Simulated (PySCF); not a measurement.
Molecule: oxonium, [H3O]+.

Bonds (- single, = double, # triple, : aromatic): none between heavy atoms. O1 carries H2, H3, H4. Formal charges: O1 +1.

Total charge +1.

Frames of a GFN2-xTB Langevin trajectory at 400 K; GIAO PBE0/pcSseg-1 shieldings in PySCF 2.14, gas phase, non-relativistic; equivalent atoms averaged within each frame.

δ = σ(ref) − σ, references computed at the same level: ¹⁷O (σ = 336.08 ppm) against H2O; ¹H (σ = 31.72 ppm) vs TMS. The references are static minima.

How do the shifts (ppm) fluctuate along the trajectory?

Results:


| time (fs) | O1 | H2/H3/H4 |
| --- | --- | --- |
| optimised geometry | 37.9 | 7.94 |
| 250 | 22.2 | 6.33 |
| 425 | 41.1 | 8.35 |
| 625 | 36.9 | 7.66 |
| 800 | 46.9 | 8.94 |
| 1000 | 45.0 | 8.54 |
| mean of frames | 38.4 | 7.97 |
| standard deviation | 9.8 | 1.02 |

5 frames give an uncertainty of the mean of about the standard deviation over 2.2 at best, since frames this close in time may not be independent; classical motion lacks zero-point vibration, and the reference would need the same averaging.
